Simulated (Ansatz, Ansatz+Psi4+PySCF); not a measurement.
```xyz
5

C     0.0000    0.0000   -1.1254
Cl    0.0000    0.0000    0.6720
H     0.0000    1.0293   -1.4783
H     0.8914   -0.5147   -1.4783
H    -0.8914   -0.5147   -1.4783
```

Basis set: cc-pVTZ on H, C; cc-pV(T+d)Z on Cl (spherical functions). Frozen core: 6 orbitals. Charge 0, multiplicity 1.

Computed with Ansatz (development build ahead of 0.2.0); each method stands on the lowest determinant of its kind that the runs found. Restricted open shells among the atoms or ions are ROHF, correlated in semicanonical orbitals with singles.

The atomization energy at this shape (free ground-state atoms in the same class of orbitals less the molecule, no zero-point energy) of singlet CH₃Cl:

```csv
method,atomization energy
RHF-CCSD(T),16.73 eV
RHF-MP2,16.84 eV
```

(1) What does RHF give?

Answers

(1) 13.13 eV.
